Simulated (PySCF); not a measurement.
# Atomization energy of O2, triplet, from cheap to dear

Geometry (MP2(full)/6-31G*, from the G2/97 set):

| atom | x (Å) | y (Å) | z (Å) |
| --- | --- | --- | --- |
| O | 0.0000 | 0.0000 | 0.0000 |
| O | 0.0000 | 0.0000 | 1.2460 |

Measured, as an electronic atomization energy: 503.4 kJ/mol (G2/97 heats of formation of molecule and atoms, with zero-point and thermal terms from B3LYP taken off; Curtiss et al., J. Chem. Phys. 106, 1063 (1997), Staroverov et al., J. Chem. Phys. 119, 12129 (2003)). The measured value holds scalar relativity and spin–orbit coupling, which all computed ones lack, and core correlation, which the wave-function levels lack. Atoms are taken at the same level; beside RHF, RMP2 and RCC rows of closed shells they are unrestricted. PySCF 2.14.0; the 6-31G* set has Cartesian d functions; a miss is computed less measured; times are wall times on shared hosts and scatter by a factor of two or so; they hold the correlated step alone (with one SCF for RCCSD(T)), and functionals start from a converged Hartree–Fock density. B3LYP has the VWN-RPA form, and B2PLYP's MP2 part freezes the cores.

```json
{"level": "UCCSD(T)", "basis": "STO-3G", "miss (kJ/mol)": "-129.7", "time of the run": "0.09 s", "hardware": "1 CPU thread"}
{"level": "RCCSD(T)", "basis": "STO-3G", "miss (kJ/mol)": "-129.7", "time of the run": "0.18 s", "hardware": "1 CPU thread"}
{"level": "RCCSD(T)", "basis": "6-31G", "miss (kJ/mol)": "-208.7", "time of the run": "0.47 s", "hardware": "1 CPU thread"}
{"level": "PBE0", "basis": "STO-3G", "miss (kJ/mol)": "37.6", "time of the run": "0.77 s", "hardware": "1 CPU thread"}
{"level": "PBE", "basis": "STO-3G", "miss (kJ/mol)": "152.9", "time of the run": "0.8 s", "hardware": "1 CPU thread"}
{"level": "B3LYP", "basis": "STO-3G", "miss (kJ/mol)": "43.8", "time of the run": "0.88 s", "hardware": "1 CPU thread"}
{"level": "B2PLYP", "basis": "STO-3G", "miss (kJ/mol)": "-42.3", "time of the run": "0.9 s", "hardware": "1 CPU thread"}
{"level": "RCCSD(T)", "basis": "cc-pVDZ", "miss (kJ/mol)": "-70.7", "time of the run": "0.95 s", "hardware": "1 CPU thread"}
{"level": "RCCSD(T)", "basis": "6-31G*", "miss (kJ/mol)": "-61.9", "time of the run": "1.1 s", "hardware": "1 CPU thread"}
{"level": "r2SCAN", "basis": "STO-3G", "miss (kJ/mol)": "78.3", "time of the run": "1.2 s", "hardware": "1 CPU thread"}
{"level": "UCCSD(T)", "basis": "6-31G*", "miss (kJ/mol)": "-62.0", "time of the run": "1.3 s", "hardware": "1 CPU thread"}
{"level": "B3LYP", "basis": "6-31G", "miss (kJ/mol)": "-100.4", "time of the run": "1.3 s", "hardware": "1 CPU thread"}
{"level": "PBE", "basis": "6-31G*", "miss (kJ/mol)": "107.4", "time of the run": "1.8 s", "hardware": "1 CPU thread"}
{"level": "CAM-B3LYP", "basis": "6-31G", "miss (kJ/mol)": "-105.8", "time of the run": "1.9 s", "hardware": "1 CPU thread"}
{"level": "B3LYP", "basis": "cc-pVDZ", "miss (kJ/mol)": "9.0", "time of the run": "2 s", "hardware": "1 CPU thread"}
{"level": "B3LYP", "basis": "6-31G*", "miss (kJ/mol)": "14.9", "time of the run": "2.1 s", "hardware": "1 CPU thread"}
{"level": "B2PLYP", "basis": "cc-pVDZ", "miss (kJ/mol)": "-11.0", "time of the run": "2.2 s", "hardware": "1 CPU thread"}
{"level": "CAM-B3LYP", "basis": "6-31G*", "miss (kJ/mol)": "14.9", "time of the run": "2.5 s", "hardware": "1 CPU thread"}
{"level": "PBE", "basis": "cc-pVTZ", "miss (kJ/mol)": "98.1", "time of the run": "3.1 s", "hardware": "1 CPU thread"}
{"level": "UHF", "basis": "cc-pVTZ", "miss (kJ/mol)": "-390.6", "time of the run": "3.1 s", "hardware": "1 CPU thread"}
{"level": "r2SCAN", "basis": "cc-pVDZ", "miss (kJ/mol)": "31.9", "time of the run": "3.3 s", "hardware": "1 CPU thread"}
{"level": "BHLYP", "basis": "cc-pVTZ", "miss (kJ/mol)": "-100.4", "time of the run": "3.5 s", "hardware": "1 CPU thread"}
{"level": "B3LYP", "basis": "cc-pVTZ", "miss (kJ/mol)": "8.9", "time of the run": "3.6 s", "hardware": "1 CPU thread"}
{"level": "B2PLYP", "basis": "cc-pVTZ", "miss (kJ/mol)": "5.1", "time of the run": "4 s", "hardware": "1 CPU thread"}
{"level": "CAM-B3LYP", "basis": "cc-pVTZ", "miss (kJ/mol)": "8.7", "time of the run": "4.7 s", "hardware": "1 CPU thread"}
{"level": "r2SCAN", "basis": "cc-pVTZ", "miss (kJ/mol)": "35.7", "time of the run": "5.2 s", "hardware": "1 CPU thread"}
{"level": "HSE06", "basis": "cc-pVTZ", "miss (kJ/mol)": "2.3", "time of the run": "5.8 s", "hardware": "1 CPU thread"}
{"level": "wB97M-V", "basis": "6-31G", "miss (kJ/mol)": "-114.3", "time of the run": "5.8 s", "hardware": "1 CPU thread"}
{"level": "wB97M-V", "basis": "6-31G*", "miss (kJ/mol)": "10.9", "time of the run": "6.7 s", "hardware": "1 CPU thread"}
{"level": "wB97M-V", "basis": "cc-pVDZ", "miss (kJ/mol)": "3.5", "time of the run": "7.1 s", "hardware": "1 CPU thread"}
{"level": "B97M-V", "basis": "cc-pVTZ", "miss (kJ/mol)": "2.8", "time of the run": "9.5 s", "hardware": "1 CPU thread"}
{"level": "wB97X-V", "basis": "cc-pVTZ", "miss (kJ/mol)": "17.4", "time of the run": "9.7 s", "hardware": "1 CPU thread"}
{"level": "wB97M-V", "basis": "cc-pVTZ", "miss (kJ/mol)": "4.6", "time of the run": "10 s", "hardware": "1 CPU thread"}
{"level": "UCCSD(T)", "basis": "cc-pVTZ", "miss (kJ/mol)": "-31.6", "time of the run": "13 s", "hardware": "1 CPU thread"}
{"level": "PBE", "basis": "cc-pVQZ", "miss (kJ/mol)": "98.0", "time of the run": "13 s", "hardware": "1 CPU thread"}
{"level": "RCCSD(T)", "basis": "cc-pVTZ", "miss (kJ/mol)": "-31.1", "time of the run": "13 s", "hardware": "1 CPU thread"}
{"level": "B2PLYP", "basis": "cc-pVQZ", "miss (kJ/mol)": "10.0", "time of the run": "22 s", "hardware": "1 CPU thread"}
{"level": "UHF", "basis": "cc-pVQZ", "miss (kJ/mol)": "-387.8", "time of the run": "2.4 min", "hardware": "1 CPU thread"}
{"level": "RCCSD(T)", "basis": "cc-pVQZ", "miss (kJ/mol)": "-17.3", "time of the run": "6.1 min", "hardware": "1 CPU thread"}
{"level": "UCCSD(T)", "basis": "cc-pVQZ", "miss (kJ/mol)": "-17.9", "time of the run": "6.5 min", "hardware": "1 CPU thread"}
```

HF's time is that of a plain UHF run.

The smallest set from which on each level stays within 1 kcal/mol of its own cc-pVQZ value: RHF cc-pVTZ; PBE cc-pVTZ; r2SCAN cc-pVDZ; B3LYP cc-pVTZ; wB97M-V cc-pVTZ; B2PLYP none (cc-pVTZ is 1.2 kcal/mol off); RMP2 none (cc-pVTZ is 3.7 kcal/mol off); UMP2 none (cc-pVTZ is 3.2 kcal/mol off); RCCSD(T) none (cc-pVTZ is 3.3 kcal/mol off); UCCSD(T) none (cc-pVTZ is 3.3 kcal/mol off).
